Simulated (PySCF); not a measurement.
Vibration and rotation of NaB

UHF-CCSD(T) constants of NaB, ³Π (triplet), unpaired electrons σ ↑, π ↑ (Na def2-TZVPP, B def2-TZVPP; no relativity (PySCF 2.14); masses 22.9898 and 11.0093 u):

```
ωe              : 331.8 cm⁻¹
ωexe            : 3.45 cm⁻¹
Be              : 0.3684 cm⁻¹
αe              : 0.00517 cm⁻¹
D (centrifugal) : 1.82e-06 cm⁻¹
De to Na + B    : 0.73 eV
```

Question: Give the vibrational terms G(v) and spacings up to v = 6.

Answer: G(v) = ωe(v+½) − ωexe(v+½)².

| v | G(v) (cm⁻¹) | G(v) − G(v−1) | Bv (cm⁻¹) |
| --- | --- | --- | --- |
| 0 | 165 |  | 0.3658 |
| 1 | 490 | 325 | 0.3606 |
| 2 | 808 | 318 | 0.3555 |
| 3 | 1119 | 311 | 0.3503 |
| 4 | 1423 | 304 | 0.3451 |
| 5 | 1721 | 297 | 0.3400 |
| 6 | 2011 | 290 | 0.3348 |

Question: How well does the Morse estimate ωe²/(4ωexe) reproduce De, and what is D0?

Answer: It gives 0.99 eV, 135 % of the computed De. D0 = De − G(0) = 0.73 − 0.02 = 0.71 eV.

Correlated steps freeze 2 core orbitals. The state is the lowest determinant that a PBE0 search found; another state may lie lower at other levels.
